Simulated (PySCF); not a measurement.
SiH₂, SMILES [SiH2] (connectivity only; charge and spin as stated), neutral, multiplicity 1.

Coordinates come from a r2SCAN-D4/def2-TZVPD optimisation. The isomer is the one that the SMILES or the coordinates give; other isomers of the formula were not compared.

These are r2SCAN-D4/def2-TZVPD run with PySCF 2.14.0 values and carry that method's errors.

Frequencies are harmonic and unscaled.

```tsv
mode	ν (cm⁻¹)	IR (km/mol)	Raman (Å⁴/amu)	depolarisation	moving atoms (share of kinetic energy)
1	1008	72.8	5.5	0.09	H 97 %
2	2041	219.0	239.9	0.14	H 97 %
3	2045	253.8	160.9	0.75	H 96 %
```
